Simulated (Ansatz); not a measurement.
H2P, SMILES [PH2], multiplicity 2.

The structure is a stationary point at ωB97X-D3(BJ)/def2-TZVPD. The isomer is the one that the SMILES or the coordinates give; other isomers of the formula were not compared.

Two levels are set side by side: PBE/def2-TZVPD (Ansatz, a first-principles code) and PBE0/def2-TZVPD (Ansatz). Energy differences of separate SCF runs at the same geometry; the states with an electron removed or added have multiplicity 1 and 1. Differences are taken from unrounded values.

| quantity | PBE |
|---|---|
| vertical ionisation energy (eV) | 9.97 |
| vertical electron affinity (eV) | 0.98 |

**Question.** These are the PBE values. What does PBE0 give? (The exact figures need the calculation; the answer reports its results.)

**Answer.** 
| quantity | PBE0 | PBE minus PBE0 |
|---|---|---|
| vertical ionisation energy (eV) | 10.00 | -0.04 |
| vertical electron affinity (eV) | 0.94 | 0.04 |
